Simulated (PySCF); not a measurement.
Which determinant of NaP lies lowest?

Unrestricted PBE0; Na x2c-SVPall, P x2c-SVPall; spin-free X2C with a Gaussian nucleus (PySCF 2.14). Outer shells of the fragments: Na 3s1; P 3s2 3p3.

Followed along the bond (rough minima from three points):

| 2Ms+1 | unpaired | ⟨S²⟩ at the start | R at minimum (Å) | Te (eV) |
| --- | --- | --- | --- | --- |
| 3 | π ↑↑ | 2.03 | 2.67 | 0.00 |
| 1 | π ↑↓ | 1.01 | 2.66 | 0.36 |
| 3 | σ ↑, π ↑ | 2.00 | 2.52 | 0.76 |
| 1 | σ ↑, π ↓ | 1.01 | 2.53 | 1.10 |
| 1 | none | 0.00 | 2.64 | 1.50 |

Solutions found at the starting distance of 2.640 Å, counted from the lowest of them; the search is not exhaustive and high or unbound solutions are not listed, so other states can lie among these:

| 2Ms+1 | unpaired | term | E (eV) | ⟨S²⟩ | ⟨Lz²⟩ | μ (D) |
| --- | --- | --- | --- | --- | --- | --- |
| 3 | π ↑↑ | ³Σ⁻ | 0.00 | 2.03 | 0.00 | -6.71 |
| 1 | π ↑↓ | mixed | 0.36 | 1.01 | 2.02 | -6.90 |
| 3 | σ ↑, π ↑ | ³Π | 0.79 | 2.00 | 1.01 | -7.90 |
| 1 | σ ↑, π ↓ | mixed | 1.12 | 1.01 | 1.01 | -7.78 |
| 1 | none | mixed | 1.50 | 0.00 | 2.00 | -6.78 |
| 5 | σ ↑↑, π ↑↑ | ⁵Σ⁻ | 1.80 | 6.00 | 0.00 | 3.62 |
| 3 | σ ↑, π ↑ | ³Π | 3.39 | 2.00 | 1.01 | 3.85 |
| 5 | σ ↑, π ↑↑↑ | ⁵Π | 3.48 | 6.00 | 1.00 | 1.17 |

A term symbol is given only where ⟨S²⟩ and ⟨Lz²⟩ are close to those of a pure state; real π, δ and φ orbitals otherwise mix terms. A positive dipole means Na(−)P(+).

Counting both spins, an empty level lies below a filled one in some of these solutions, because spin and occupation are held.
